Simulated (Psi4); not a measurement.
Two rigid molecules brought together: H3N ··· C6H6 (SMILES N and c1ccccc1). Monomers: optimised at B3LYP-D3(BJ) (def2-TZVP), held rigid. Orientation: lowest of the rigid-body minima from ten starts at GFN2-xTB. R is the distance of the centres of mass, along which the second monomer moves.

Calculation: SAPT0/jun-cc-pVDZ, frozen core run with Psi4.

Components in kJ/mol:

```
R / Å  electrostatics  exchange  induction  dispersion  total
-----  --------------  --------  ---------  ----------  -----
2.62           -57.82    141.28      -6.94      -36.17  40.35
2.87           -30.35     68.87      -3.89      -23.32  11.31
3.06           -18.88     39.39      -2.48      -16.83   1.20
3.25           -11.99     22.33      -1.59      -12.25  -3.50
3.48            -7.22     11.11      -0.93       -8.45  -5.49
3.68            -4.90      6.00      -0.59       -6.20  -5.69
3.95            -3.19      2.58      -0.34       -4.15  -5.11
4.26            -2.22      0.96      -0.20       -2.68  -4.14
4.72            -1.53      0.22      -0.10       -1.46  -2.88
5.43            -1.03      0.02      -0.05       -0.63  -1.68
6.43            -0.65      0.00      -0.02       -0.23  -0.89
7.78            -0.37      0.00      -0.01       -0.07  -0.45
```
